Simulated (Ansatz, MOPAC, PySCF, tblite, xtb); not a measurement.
Energy landscape of H₃, doublet: collinear H-H-H surface. Scanned: first H-H distance and second H-H distance.

Computed with: GFN2-xTB, 300 K electronic temperature (tblite); UHF/aug-cc-pVDZ (PySCF); CAM-B3LYP = unrestricted CAM-B3LYP/aug-cc-pVDZ (PySCF 2.14.0); r2SCAN = unrestricted r2SCAN/aug-cc-pVDZ run with PySCF 2.14.0; UKS-PBE/aug-cc-pVDZ = unrestricted PBE/aug-cc-pVDZ in Ansatz (a first-principles code); MP2 on UHF/aug-cc-pVDZ (PySCF); CCSD on UHF/aug-cc-pVDZ (PySCF); CCSD(T) on UHF/aug-cc-pVDZ (PySCF); PM7, unrestricted, heats of formation (MOPAC); PM6, unrestricted, heats of formation (MOPAC); GFN1-xTB (xtb); UKS-B3LYP/6-31G* = unrestricted B3LYP/6-31G*, spherical d run with PySCF; UHF/STO-3G = PySCF with unrestricted Hartree-Fock/STO-3G; UKS-LDA (SVWN5)/6-31G* = PySCF with unrestricted LDA (SVWN5)/6-31G*, spherical d; UKS-M06-2X/6-31G* = PySCF with unrestricted M06-2X/6-31G*, spherical d.

Energies in kJ/mol at chosen points (x: first H-H distance (Å); y: second H-H distance (Å)), relative to x = 2.15, y = 0.74:

```json
[
 {"method": "GFN2-xTB", "(1.02, 1.11)": "-32.8", "(1.81, 0.63)": "39.2", "(1.81, 0.94)": "-0.2", "(0.74, 0.94)": "61.3", "(1.81, 1.55)": "162.2", "(2.15, 1.11)": "63.6", "(1.55, 1.22)": "41.2"},
 {"method": "UHF", "(1.02, 1.11)": "80.5", "(1.81, 0.63)": "41.9", "(1.81, 0.94)": "52.7", "(0.74, 0.94)": "89.2", "(1.81, 1.55)": "269.2", "(2.15, 1.11)": "127.3", "(1.55, 1.22)": "170.9"},
 {"method": "CAM-B3LYP", "(1.02, 1.11)": "30.7", "(1.81, 0.63)": "43.4", "(1.81, 0.94)": "35.5", "(0.74, 0.94)": "44.3", "(1.81, 1.55)": "269.2", "(2.15, 1.11)": "106.6", "(1.55, 1.22)": "135.4"},
 {"method": "r2SCAN", "(1.02, 1.11)": "23.1", "(1.81, 0.63)": "40.5", "(1.81, 0.94)": "35.1", "(0.74, 0.94)": "35.1", "(1.81, 1.55)": "258.7", "(2.15, 1.11)": "108.2", "(1.55, 1.22)": "128.6"},
 {"method": "UKS-PBE/aug-cc-pVDZ", "(1.02, 1.11)": "23.4", "(1.81, 0.63)": "45.7", "(1.81, 0.94)": "31.5", "(0.74, 0.94)": "40.8", "(1.81, 1.55)": "256.6", "(2.15, 1.11)": "98.2", "(1.55, 1.22)": "124.3"},
 {"method": "MP2", "(1.02, 1.11)": "70.0", "(1.81, 0.63)": "43.3", "(1.81, 0.94)": "46.2", "(0.74, 0.94)": "72.4", "(1.81, 1.55)": "312.1", "(2.15, 1.11)": "117.9", "(1.55, 1.22)": "176.2"},
 {"method": "CCSD", "(1.02, 1.11)": "52.5", "(1.81, 0.63)": "45.1", "(1.81, 0.94)": "39.9", "(0.74, 0.94)": "64.8", "(1.81, 1.55)": "269.9", "(2.15, 1.11)": "105.2", "(1.55, 1.22)": "146.4"},
 {"method": "CCSD(T)", "(1.02, 1.11)": "51.7", "(1.81, 0.63)": "45.0", "(1.81, 0.94)": "39.8", "(0.74, 0.94)": "64.0", "(1.81, 1.55)": "269.5", "(2.15, 1.11)": "105.2", "(1.55, 1.22)": "145.8"},
 {"method": "PM7", "(1.02, 1.11)": "30.6", "(1.81, 0.63)": "56.1", "(1.81, 0.94)": "61.1", "(0.74, 0.94)": "-45.7", "(1.81, 1.55)": "450.4", "(2.15, 1.11)": "190.1", "(1.55, 1.22)": "250.9"},
 {"method": "PM6", "(1.02, 1.11)": "19.2", "(1.81, 0.63)": "51.5", "(1.81, 0.94)": "52.4", "(0.74, 0.94)": "-42.6", "(1.81, 1.55)": "426.6", "(2.15, 1.11)": "177.4", "(1.55, 1.22)": "231.8"},
 {"method": "GFN1-xTB", "(1.02, 1.11)": "23.9", "(1.81, 0.63)": "56.2", "(1.81, 0.94)": "32.0", "(0.74, 0.94)": "61.6", "(1.81, 1.55)": "233.1", "(2.15, 1.11)": "100.7", "(1.55, 1.22)": "108.3"},
 {"method": "UKS-B3LYP/6-31G*", "(1.02, 1.11)": "38.2", "(1.81, 0.63)": "34.0", "(1.81, 0.94)": "44.3", "(0.74, 0.94)": "41.5", "(1.81, 1.55)": "278.8", "(2.15, 1.11)": "117.9", "(1.55, 1.22)": "145.1"},
 {"method": "UHF/STO-3G", "(1.02, 1.11)": "129.2", "(1.81, 0.63)": "27.6", "(1.81, 0.94)": "95.1", "(0.74, 0.94)": "105.4", "(1.81, 1.55)": "406.7", "(2.15, 1.11)": "217.2", "(1.55, 1.22)": "276.6"},
 {"method": "UKS-LDA (SVWN5)/6-31G*", "(1.02, 1.11)": "7.9", "(1.81, 0.63)": "40.2", "(1.81, 0.94)": "26.0", "(0.74, 0.94)": "26.8", "(1.81, 1.55)": "242.0", "(2.15, 1.11)": "94.3", "(1.55, 1.22)": "108.5"},
 {"method": "UKS-M06-2X/6-31G*", "(1.02, 1.11)": "59.1", "(1.81, 0.63)": "34.3", "(1.81, 0.94)": "51.7", "(0.74, 0.94)": "60.4", "(1.81, 1.55)": "301.4", "(2.15, 1.11)": "125.2", "(1.55, 1.22)": "164.3"}
]
```
